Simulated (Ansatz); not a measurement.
Mulliken charges of C₂H₃F₂N, SMILES `CN=C(F)F` from PBE/def2-TZVPP in Ansatz (PBE0-D4/def2-TZVP geometry).

```json
{"atom": "C1", "x (Å)": "-0.910", "y (Å)": "-0.206", "z (Å)": "0.498", "charge (e)": "-0.147"}
{"atom": "N2", "x (Å)": "0.015", "y (Å)": "0.746", "z (Å)": "-0.065", "charge (e)": "-0.176"}
{"atom": "C3", "x (Å)": "1.062", "y (Å)": "0.374", "z (Å)": "-0.594", "charge (e)": "0.274"}
{"atom": "F4", "x (Å)": "1.512", "y (Å)": "-0.863", "z (Å)": "-0.741", "charge (e)": "-0.131"}
{"atom": "F5", "x (Å)": "1.936", "y (Å)": "1.193", "z (Å)": "-1.122", "charge (e)": "-0.111"}
{"atom": "H6", "x (Å)": "-1.064", "y (Å)": "0.039", "z (Å)": "1.551", "charge (e)": "0.106"}
{"atom": "H7", "x (Å)": "-0.587", "y (Å)": "-1.247", "z (Å)": "0.419", "charge (e)": "0.081"}
{"atom": "H8", "x (Å)": "-1.874", "y (Å)": "-0.094", "z (Å)": "-0.002", "charge (e)": "0.105"}
```

**Question.** By hand: the dipole of these point charges (1 e Å = 4.8032 D).

**Answer.** Σ q r = (-0.348, -0.125, 0.195) e Å, of length 0.418 e Å = 2.01 D.

**Question.** How does the dipole of the full density compare? (Estimate.)

**Answer.** Ansatz gave: (-0.165, -0.255, 0.107) e Å, 1.55 D; the point charges give 1.30 times that, at 35° from its direction.

Point charges leave out the atoms' own dipoles, such as those of lone pairs, and Mulliken's split depends on the basis, so the two needn't agree.
